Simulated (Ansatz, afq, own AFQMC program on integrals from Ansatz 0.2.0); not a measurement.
Integrals from Ansatz 0.2.0, then the random walk in our own AFQMC program (afq).

```yaml
crystal:
  periodic: [false, false, false]
  atoms:
    - {symbol: Ge, position_ang: [0.000000, 0.014250, 0.329308]}
    - {symbol: N, position_ang: [0.000000, -0.126443, -1.555498]}
    - {symbol: H, position_ang: [0.000000, 0.730143, -2.116709]}
basis:
  gaussian: {orbitals: cc-pVDZ}
magnetization: {spin_polarized: false, initial_magnetization: 2}
correlation: {method: ccsd_t, electrons: outside_noble_gas, hamiltonian_folder: ham}
```

```sh
$ ansatz run in.yaml --threads 1 --pin off --events-out ev --progress --plain --max-ram 1382MiB
```

afq runs on the folder ham with

```
--method phaseless --trial mp1 --walkers 160 --populations 1 --least-time 40 --time-step 0.05 --steps-per-block 25 --equilibration-blocks 96 --max-blocks 960 --target-error 0.00076 --factor-cut 1e-06 --start determinant --seed 1893 --taylor-order 1
```

Times are imaginary, in 1/Eh. The walk had a cap of 90 s. Filled inner d shells are frozen with the cores.

```
orbitals 31  electrons 6 4  factors 275 of 509
reference energy -2130.27692977 Eh
CCSD correlation -0.22588491 Eh in 29 cycles, weight of the determinant in the CISD state 0.8377
energy of the start -2130.469389 Eh
 block  time / (1/Eh)  mean weight  energy / Eh
     1     1.250  2.7172  -2130.492012
     2     2.500  1.9541  -2130.492936
     3     3.750  1.5062  -2130.494327
     4     5.000  1.3141  -2130.492069
     5     6.250  1.1776  -2130.495416
    12    15.000  0.9991  -2130.491702
    19    23.750  0.9824  -2130.490445
    25    31.250  0.9940  -2130.486880
    26    32.500  1.0028  -2130.491167
    33    41.250  0.9982  -2130.493783
    40    50.000  1.0359  -2130.490202
    47    58.750  1.0429  -2130.492642
    54    67.500  1.0053  -2130.493668
    61    76.250  0.9402  -2130.495168
    62    77.500  1.0160  -2130.496913
    68    85.000  0.9919  -2130.489614
    75    93.750  1.0024  -2130.493820
    76    95.000  1.0644  -2130.494776
no energy: too few blocks
(rows thinned)
```

The time cap ended the run before it passed its tests.

A setting was made bad on purpose (series of the exponential too short), but the run ended before it gave an energy.

Cautions: no relativity below Rb; no spin-orbit coupling; inner d shell frozen; another spin lies lower; strong correlation (T1 0.059, weight of the determinant 0.84, largest double 0.04); CCSDT(Q) is in doubt: among natural orbitals it converges to other amplitudes; CCSDT(Q) on the UHF determinant differs (212 meV lower), so the two series follow different states; the time-step error isn't removed.
